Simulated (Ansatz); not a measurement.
For Sb₂S₃ (Pnma, No. 62), PBE (Ansatz, a program for electronic structure, PAW) gives:

```
Quantity                Value
---------------  ------------
cohesive energy  3.18 eV/atom
band gap              1.33 eV
```

What does HSE06 in Ansatz (PAW) give for the same quantities?


- cohesive energy: 2.97 eV/atom (shrinks by 0.21 eV/atom)
- band gap: 1.95 eV (grows by 0.62 eV)

For comparison: band gap 1.73 eV (measured, temperature not stated, not corrected to a static lattice, indirect, UV-vis, bulk at ambient condition; as tabulated in Phase transition mechanism and bandgap engineering of Sb2S3 at gigapascal …).

Changes are worked out from the printed values.

Unless a cell is named, each level is at its own relaxed cell (PBE 26.54, HSE06 26.33 Å³/atom).

Levels without +SOC leave out spin–orbit coupling, which shifts energies and cells of such heavy elements.

Levels without +SOC have no spin–orbit coupling; where heavier elements are present it shifts gaps, mostly down, and can invert bands. Density-functional gaps are differences of (generalised) Kohn–Sham levels.

Caveats: the relaxation could not lower the start's symmetry, so the cell can be a saddle point above a distorted one (PBE, HSE06). Ansatz's density-functional and Hartree–Fock values are scalar-relativistic unless marked +SOC, with PAW data made under PBE.
